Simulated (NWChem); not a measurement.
A series in which one site is exchanged, each optimised at PBE0/def2-SVP with NWChem, gas phase unless a solvent is named. Some are not confirmed as minima by frequencies. def2 effective core potentials on Y, La; no spin-orbit coupling.

A: [Cl][Y]([Cl])[Cl] (YCl₃; site = Y)
B: [Cl][La]([Cl])[Cl] (LaCl3; site = La)
C: ClB(Cl)Cl (BCl3; site = B)

| quantity | A | B | C |
|---|---|---|---|
| orbital gap (eV), PBE0/def2-SVP | 6.14 | 5.95 | ___ |
| vertical ionisation energy, ΔSCF, CAM-B3LYP/def2-SVP (eV) | 11.34 | 11.04 | ___ |
| static polarisability, CAM-B3LYP/def2-SVPD (bohr³) | 77.4 | 85.9 | ___ |

Question: Some entries are withheld; supply them.

Answer: 
- orbital gap (eV), PBE0/def2-SVP, C: 7.57
- vertical ionisation energy, ΔSCF, CAM-B3LYP/def2-SVP (eV), C: 11.50
- static polarisability, CAM-B3LYP/def2-SVPD (bohr³), C: 54.6
